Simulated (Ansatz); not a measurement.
This Ansatz (an electronic-structure program) input (MP2/def2-QZVPPD) gives -437.11020 Eh with 327 basis functions. A basis named .json is the Basis Set Exchange file of that set (core-valence sets with the plain set on hydrogen).

Ansatz 0.2 input:
```yaml
crystal:
  periodic: [false, false, false]
  atoms:
    - {symbol: C, position_ang: [0.00000000, 0.00000000, 0.00000000]}
    - {symbol: F, position_ang: [0.76292155, 0.76566412, 0.76815773]}
    - {symbol: F, position_ang: [-0.78426309, -0.74930884, 0.76277441]}
    - {symbol: F, position_ang: [-0.74667016, 0.76533291, -0.78428715]}
    - {symbol: F, position_ang: [0.76801170, -0.78168819, -0.74664498]}
basis:
  gaussian:
    orbitals: def2-QZVPPD.json
magnetization: {spin_polarized: false}
correlation: {method: mp2, electrons: outside_noble_gas}
```

Change:
```diff
- orbitals: def2-QZVPPD.json
+ orbitals: aug-cc-pVQZ
```

**Question.** What does the run give now?

**Answer.** -437.12049 Eh (MP2/aug-cc-pVQZ, 400 functions), a change of -10.29 mEh.
